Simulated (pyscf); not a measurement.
Optimised with ωB97X-D3(BJ)/def2-SVP in PySCF.

PBE/def2-TZVP puts the barrier of H₃C–CH₃ (SMILES CC) + Cl–ZnH (SMILES [Cl][ZnH]) -> H₃C–CH₂–ZnH (SMILES C[CH2][ZnH]) + HCl (SMILES Cl) (four-centre exchange; singlet surface; C–H, Cl–Zn broken, C–Zn, Cl–H formed) at 1.97 eV and the reaction energy at +1.78 eV, from the separated reactants. What do B3LYP-D3(BJ)/def2-TZVP, M06-2X/def2-TZVP, ωB97M-D3(BJ)/def2-TZVP give on the same structures?

B3LYP-D3(BJ): ΔE‡ = 2.17 eV, ΔE = +1.86 eV; M06-2X: ΔE‡ = 2.18 eV, ΔE = +1.99 eV; ωB97M-D3(BJ): ΔE‡ = 2.20 eV, ΔE = +1.86 eV. PBE's barrier lies under all of them, by 0.20 to 0.24 eV. Its reaction energy lies under all of them, by 0.08 to 0.21 eV. On the product side the descent ends in a complex, 0.18 eV under the separated species and 0.44 eV under the saddle at ωB97X-D3(BJ)/def2-TZVP. This is the saddle that the search found; another between the same sides may lie lower. Elements up to Kr have no core potential and no relativistic terms here.
